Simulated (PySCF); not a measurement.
**ClH₅: rigid scans about the minimum**

Aim: map the energy of singlet ClH₅ about its PBE0 minimum, with rigid distortions.

Method: PBE0, basis Cl def2-TZVP, H def2-TZVP, no relativity, density fitting; program: PySCF 2.14.0.

## (1) The starting structure

6 atoms, charge 0, spin multiplicity 1.

Bond lengths: Cl1–H2 1.275 Å, Cl1–H3 1.559 Å, Cl1–H4 1.559 Å, Cl1–H5 1.559 Å, Cl1–H6 1.559 Å. Angles: H2–Cl1–H3 85.5°, H2–Cl1–H4 85.5°, H2–Cl1–H5 85.5°, H2–Cl1–H6 85.5°, H3–Cl1–H4 89.6°, H3–Cl1–H5 171.0°, H3–Cl1–H6 89.6°, H4–Cl1–H5 89.6°, H4–Cl1–H6 171.0°, H5–Cl1–H6 89.6°.

```xyz
6
charge 0 multiplicity 1
Cl    0.0000    0.0000   -0.0444
H     0.0000    0.0000    1.2303
H     1.5544    0.0000    0.0786
H     0.0000    1.5544    0.0786
H    -1.5544    0.0000    0.0786
H     0.0000   -1.5544    0.0786
```

## (2) Fields at the lowest minimum

The plane holds Cl1 at (0.00, 0.00), H2 at (1.27, 0.00), H3 at (0.12, 1.55), H5 at (0.12, -1.55) Å. Columns run from x = -1.95 to 3.45 Å, rows from y = 3.75 (top) to -3.45 Å, in steps of 0.3 Å.

Density (cut at 5 e/Å³):

Ten steps from '0' (0.000 e/Å³) to '9' (5.000 e/Å³), finer at the low end (step k begins (100^(k/10) - 1)/99 of the way up):
```
0000000000000000000
0000000000000000000
0000000000000000000
0000000000000000000
0000011111000000000
0000122321100000000
0000134542100000000
0001246753200000000
0001246764210000000
0001346654210000000
0012467765321000000
0024678876543100000
0024789987774200000
0024789987774200000
0024678876543100000
0012467765321000000
0001346654210000000
0001246764210000000
0001246753200000000
0000134542100000000
0000122321100000000
0000011111000000000
0000000000000000000
0000000000000000000
0000000000000000000
```

ELF (0 where the density is under 0.005 e/Å³):

Ten even steps from '0' (0.00) to '9' (1.00):
```
0000000000000000000
0000000000000000000
0000067870000000000
0000899999700000000
0007999999970000000
0038999999984000000
0027999999983000000
0004899999840000000
0001489998400000000
0001368984100000000
0024678874333210000
0368871158999970000
1589918819999994000
1589918819999994000
0368871158999970000
0024678874333210000
0001368984100000000
0001489998400000000
0004899999840000000
0027999999983000000
0038999999984000000
0007999999970000000
0000899999700000000
0000067870000000000
0000000000000000000
```

Electrostatic potential (cut at 20 V):

Ten steps from '0' (-0.43 V) to '9' (20.00 V), finer at the low end (step k begins (100^(k/10) - 1)/99 of the way up):
```
1111111111112222222
1111000001112222222
1110000000112222222
1110000000112222233
2111112222122233333
2211235553222333333
2222358975333333333
2333479996444444433
3344579996555444443
3445678987665554444
4456899998776655444
4457999999998765544
4567999999999765544
4567999999999765544
4457999999998765544
4456899998776655444
3445678987665554444
3344579996555444443
2333479996444444433
2222358975333333333
2211235553222333333
2111112222122233333
1110000000112222233
1110000000112222222
1111000001112222222
```

Along Cl1–H2 (1.275 Å) the density is least, 1.86 e/Å³, about 0.96 Å from Cl1; ELF there is 0.99.

Making the fields needed 0.7 s of wall time on 2 threads of AMD EPYC 9R45 (Zen 5), shared host.

## (3) Breathing scan

One driver script runs all scans and calls PySCF for each point, on a (75, 302) grid.

Launch:

```console
> OMP_NUM_THREADS=2 python axn.py task.json out
```

A rigid scan with PBE0: all bonds to the central atom are scaled together. Each point starts from its neighbour's orbitals, and energies count from the minimum.

| scale of all bonds to the centre | energy (kJ/mol) | dipole size (D) |
| --- | --- | --- |
| 0.88 | 134.1 | 0.74 |
| 0.92 | 53.4 | 0.81 |
| 0.96 | 12.0 | 0.90 |
| 1.00 | 0.0 | 1.00 |
| 1.04 | 9.8 | 1.11 |
| 1.08 | 35.7 | 1.23 |
| 1.14 | 95.1 | 1.41 |
| 1.22 | 196.5 | 1.68 |
| 1.35 | 378.5 | 2.08 |

The scan took 4.5 s.

## (4) Stretching one bond

A rigid scan with PBE0: the bond from Cl to the last atom (H) is scaled and the rest held.

| scale of one bond | energy (kJ/mol) | dipole size (D) |
| --- | --- | --- |
| 0.92 | 6.9 | 1.20 |
| 0.96 | 1.6 | 1.05 |
| 1.00 | 0.0 | 1.00 |
| 1.05 | 2.0 | 1.08 |
| 1.12 | 9.9 | 1.38 |
| 1.20 | 23.7 | 1.82 |
| 1.35 | 56.6 | 2.62 |
| 1.55 | 104.1 | 3.51 |
| 1.80 | 158.4 | 4.35 |
| 2.20 | 223.7 | 5.26 |

The scan took 5.2 s.

A restricted determinant lies too high at long bonds, where the pair should uncouple.

## (5) Results

| quantity | value |
| --- | --- |
| all bonds 4 % longer | 9.8 kJ/mol |
| one bond 20 % longer | 23.7 kJ/mol |

**Reading.** The well is lopsided, 12.0 kJ/mol for 4 % shorter bonds against 9.8 for 4 % longer ones.
